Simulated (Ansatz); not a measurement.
Basis-set extrapolation for C$_{3}$H$_{6}$O$_{2}$ (`COCC=O`) (PBE0-D4/def2-TZVP geometry, frozen core, Ansatz). Multiplicity 1, RHF reference.

```csv
,def2-TZVPP,def2-QZVPP
HF,-266.902033,-266.914620
MP2 correlation,-0.963710,-1.033445
CCSD(T) correlation,-1.034318,not run
```

Energies in hartree. Use E(X) = E(∞) + A·exp(−7.88·√X) for Hartree–Fock and E(X) = E(∞) + B·X^(−2.97) for correlation, with X = 3 and 4, and add CCSD(T) minus MP2 of the smaller set to the MP2 limit.

Problem. What is the CCSD(T) energy at the basis-set limit?

Solution. HF limit: -266.914620 + (-0.012587) × 0.13774 = -266.91635. MP2 limit: -1.033445 + (-0.069735) × 0.74074 = -1.08510. Higher-order term: -1.034318 − (-0.963710) = -0.07061. Total: -268.07206 hartree, 3.69 eV below CCSD(T)/def2-TZVPP.
